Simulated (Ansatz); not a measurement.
Basis-set extrapolation for `FC1=CN1` (PBE0-D4/def2-TZVP geometry, frozen core, Ansatz 0.2.0). Multiplicity 1, RHF reference.

```
                      def2-TZVPP   def2-QZVPP
                 HF  -230.719396  -230.729671
    MP2 correlation    -0.764498    -0.822906
CCSD(T) correlation    -0.808641      not run
```

Energies in hartree. Use E(X) = E(∞) + A·exp(−7.88·√X) for Hartree–Fock and E(X) = E(∞) + B·X^(−2.97) for correlation, with X = 3 and 4, and add CCSD(T) minus MP2 of the smaller set to the MP2 limit.

Q: What is the CCSD(T) energy at the basis-set limit?

A: HF limit: -230.729671 + (-0.010275) × 0.13774 = -230.73109. MP2 limit: -0.822906 + (-0.058408) × 0.74074 = -0.86617. Higher-order term: -0.808641 − (-0.764498) = -0.04414. Total: -231.64140 hartree, 297.6 kJ/mol below CCSD(T)/def2-TZVPP.
